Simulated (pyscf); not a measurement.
Multi-bond step: `[Cl][InH][Cl]` + `[OH2]` → `[Cl][In]` [singlet] + `[ClH]` + `[OH2]`

Gas phase, singlet surface, charge 0. Bonds broken: In2–Cl3, In2–H4, O5–H6. Bonds formed: Cl3–H6, H4–O5. PySCF, gas phase, ωB97X-D3(BJ)/def2-SVP geometries. MP2 and CC: frozen core, UHF for open shells. ΔMP2 is the change of the MP2 total energy from the triple- to the quadruple-zeta basis.

Transition state (Å):

```xyz
7

Cl     3.4937    -1.0051    -1.3884
In     1.4683    -0.5661    -0.2919
Cl     1.9963    -0.1846     2.1446
H     -0.3021    -0.2372     0.4065
O     -0.8952     0.0253     1.5079
H     -0.0546    -0.0434     2.0557
H     -1.1099     0.9727     1.4935
```

One imaginary mode, 968i cm⁻¹; descent along it reached the two sides named, in the forms told below.

```tsv
bond	change	reactant side (Å)	saddle	product side
In2–Cl3	breaks	2.375	2.522	3.1
In2–H4	breaks	1.704	1.931	3.2
O5–H6	breaks	0.974	1.006	1.739
Cl3–H6	forms	2.559	2.058	1.316
H4–O5	forms	3.2	1.278	0.968
```

Electronic energies relative to the separated reactants (kJ/mol):

```json
[
 {"level": "ωB97X-D3(BJ)/def2-TZVP", "barrier": "83.1", "reaction energy": "+56.6", "reverse barrier": "26.4"},
 {"level": "PBE/def2-TZVP", "barrier": "32.6", "reaction energy": "+17.8", "reverse barrier": "14.8"},
 {"level": "r²SCAN/def2-TZVP", "barrier": "47.7", "reaction energy": "+40.6", "reverse barrier": "7.1"},
 {"level": "B3LYP-D3(BJ)/def2-TZVP", "barrier": "52.4", "reaction energy": "+14.3", "reverse barrier": "38.0"},
 {"level": "PBE0-D3(BJ)/def2-TZVP", "barrier": "53.9", "reaction energy": "+35.1", "reverse barrier": "18.8"},
 {"level": "M06-2X/def2-TZVP", "barrier": "74.5", "reaction energy": "+42.7", "reverse barrier": "31.8"},
 {"level": "ωB97M-D3(BJ)/def2-TZVP", "barrier": "76.1", "reaction energy": "+32.4", "reverse barrier": "43.8"},
 {"level": "HF/def2-TZVP", "barrier": "158.1", "reaction energy": "+38.2", "reverse barrier": "119.9"},
 {"level": "MP2/def2-QZVPP", "barrier": "67.8", "reaction energy": "+24.5", "reverse barrier": "43.4"},
 {"level": "CCSD/def2-TZVPP", "barrier": "97.0", "reaction energy": "+26.0", "reverse barrier": "71.0"},
 {"level": "CCSD(T)/def2-TZVPP", "barrier": "84.5", "reaction energy": "+29.0", "reverse barrier": "55.5"},
 {"level": "CCSD(T)/def2-TZVPP + ΔMP2(QZVPP)", "barrier": "81.8", "reaction energy": "+28.3", "reverse barrier": "53.5"}
]
```

With CCSD(T)/def2-TZVPP + ΔMP2(QZVPP) energies and thermal terms (ideal gas, 1 atm, RRHO with modes under 100 cm⁻¹ raised to 100, one conformer, R ln 2 for chiral ones without a mode under 150 cm⁻¹), in kJ/mol:

```
T (K)   ΔH‡    ΔG‡     ΔH      ΔG
-----  ----  -----  -----  ------
298    83.6  126.5  +29.9    -6.6
600    83.6  170.2  +28.5   -43.2
900    85.4  213.1  +25.8   -78.5
1200   87.9  255.4  +22.8  -112.8
```

On the reactant side the descent ends in an adduct with a In–O contact, 80.2 kJ/mol under the separated species and 163.3 kJ/mol under the saddle at ωB97X-D3(BJ)/def2-TZVP. On the product side the descent ends in a bound adduct, 51.4 kJ/mol under the separated species and 77.8 kJ/mol under the saddle at ωB97X-D3(BJ)/def2-TZVP. One saddle was located; it need not be the lowest between these sides. The CCSD(T) − MP2 part came from Ansatz, without density fitting, on the same reference. The frozen core leaves the outer d or s,p core shells of the metals and heavy elements correlated in the MP2 and CC values, and def2-TZVPP describes them poorly, which can shift differences by a few kcal/mol. Elements past Kr carry the def2 core potentials, without spin-orbit coupling.
